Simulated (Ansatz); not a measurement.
Results of HSE06-D3(BJ) in Ansatz (PAW) for antifluorite Mg2Sn.

Numerical settings: plane-wave cutoff 460 eV, 6×6×6 k mesh, Fermi–Dirac smearing 0.01 eV, scalar-relativistic PAW data made under PBE.

Cell (relaxed at this level):

```
CELL_PARAMETERS angstrom
      0.00000     3.31968     3.31968
      3.31968     0.00000     3.31968
      3.31968     3.31968     0.00000
ATOMIC_POSITIONS crystal
  Mg 0.25000 0.25000 0.25000
  Mg 0.75000 0.75000 0.75000
  Sn 0.00000 0.00000 0.00000
```

Problem. Predict the bulk modulus B0, Γ–Γ gap, pressure derivative B′ of the bulk modulus and smallest direct gap on the k points sampled.

Solution. 
bulk modulus B0: 51.3 GPa
Γ–Γ gap: 2.39 eV
pressure derivative B′ of the bulk modulus: 4.1
smallest direct gap on the k points sampled: 2.35 eV

Spin–orbit coupling is not included.

Static lattice: no zero-point or thermal effects.

Ansatz is an electronic-structure program.
